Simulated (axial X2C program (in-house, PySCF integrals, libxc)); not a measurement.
**Working with the constants of OF⁺**

A bond curve at the PBE0 level, 2c, was computed with an axial X2C code built on PySCF integrals (basis F dyall-av3z [7s6p3d2f], O dyall-av3z [7s6p3d2f] (cores contracted in-house)) for the state Ω = 1 (⟨Sz⟩ = 1.00, ⟨Lz⟩ = 0.00 at PBE0). Its fit gives Re = 1.2142 Å, ωe = 1470.4 cm⁻¹, ωexe = 10.1 cm⁻¹ and αe = 1.339e-02 cm⁻¹; the masses are 18.9984 and 15.9949 u. Two-component means X2C with spin–orbit coupling and atomic mean-field Coulomb and Gaunt terms.

**Question.** Find the reduced mass, Be and the force constant.

**Answer.** From the PBE0 values: μ = 8.6839 u. Be = 16.8576/(μ Re²) = 1.317 cm⁻¹. k = 5.8918×10⁻⁷ μ ωe² = 11.1 mdyn/Å.

**Question.** Where do the fundamental and the first overtone lie?

**Answer.** ν(1←0) = ωe − 2ωexe = 1450.2 cm⁻¹; ν(2←0) = 2ωe − 6ωexe = 2880.2 cm⁻¹.

**Question.** A Morse curve ties αe to the other constants (Pekeris). How well does that hold?

**Answer.** αe(Morse) = 6Be²/ωe × (√(ωexe/Be) − 1) = 1.252e-02 cm⁻¹; the PBE0 curve gives 1.339e-02 cm⁻¹, a ratio of 0.93.

**Question.** Estimate De from a Morse curve and compare with the computed well depth of 3.591 eV to F + O+.

**Answer.** De(Morse) = ωe²/(4ωexe) = 6.635 eV against 3.591 eV computed, a ratio of 1.85. The extrapolation overshoots: the well softens faster than a Morse curve, or the lowest atomic limit lies below the one to which the curve heads.

**Question.** Estimate the centrifugal constant by the Kratzer relation.

**Answer.** D = 4Be³/ωe² = 4.22e-06 cm⁻¹.

One determinant describes the state; a PBE0 search over occupations chose it and may have missed a lower one. Dissociation energies refer to the lowest single-determinant-based atoms at the same level and basis. Density functionals use the spin component along the axis (collinear). The 2c atoms are single determinants rather than J levels; their spin–orbit lowering is only partly caught, and De is too large by that part. This holds for PBE0. Without a current term, density functionals place determinants with orbital angular momentum somewhat too high. With several unpaired electrons one determinant need not be a pure state. Open-shell Ω = 0 determinants with evenly filled partner blocks cannot be reached by this program, so the Ω shown need not be the lowest component. This is the Ω = 1 component of a π² triplet; the 0⁺ component is not one determinant and can lie lowest. The levels of this run spread widely (ωe from 1325 to 1694 cm⁻¹), so these constants depend on the method.
